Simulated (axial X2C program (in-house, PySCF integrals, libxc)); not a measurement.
# How long does NaF⁺ take?

A bond scan computed with an axial X2C code built on PySCF integrals. Basis: Na dyall-cv3z [9s8p5d2f], F dyall-av3z [7s6p3d2f] (cores contracted in-house).

Input file and command:
```json
{"zs": [11, 9], "q": 1, "bas": ["dyall-cv3z", "dyall-av3z"], "levels": ["PBE0", "HF", "BP86"], "cc": true, "r0": 2.19, "thr": -2.0, "nmax": 90, "npts": 10, "nst": 2, "ntry": 6}
```
```bash
python so2c.py task.json out
```

Keys: zs atomic numbers; q charge; bas basis sets; levels methods; cc coupled cluster on or off; r0 starting distance in Å; thr threshold in hartree for freezing inner shells (an s shell follows its p shell); nmax most natural virtual spinors; npts points on the curve; nst determinants followed; ntry starts of the search. HF also brings MP2.

Hardware: 1 thread of AMD EPYC 9B14 (Zen 4), on a shared host.

Wall time of one point of each curve, integrals apart:

| Hamiltonian | level | points | seconds a point |
| --- | --- | --- | --- |
| spin-free | PBE0 | 10 | 0.14 |
| spin-free | HF | 10 | 0.052 |
| spin-free | CCSD(T) (15 electrons, 90 virtuals) | 7 | 6.5 |
| spin-free | BP86 | 10 | 0.11 |
| 2c | PBE0 | 10 | 0.15 |
| 2c | HF | 10 | 0.068 |
| 2c | CCSD(T) (15 electrons, 90 virtuals) | 7 | 6.6 |
| 2c | BP86 | 10 | 0.12 |

The rest:

Search with its distance optimisation 4.5 s, atoms 7.3 s, whole task 110 s. Coupled cluster runs on the points near the minimum only. The program drops outer points, and coupled cluster, when its time limit (not in the input) nears; MP2, further determinants and curves that did not converge are not in the table.
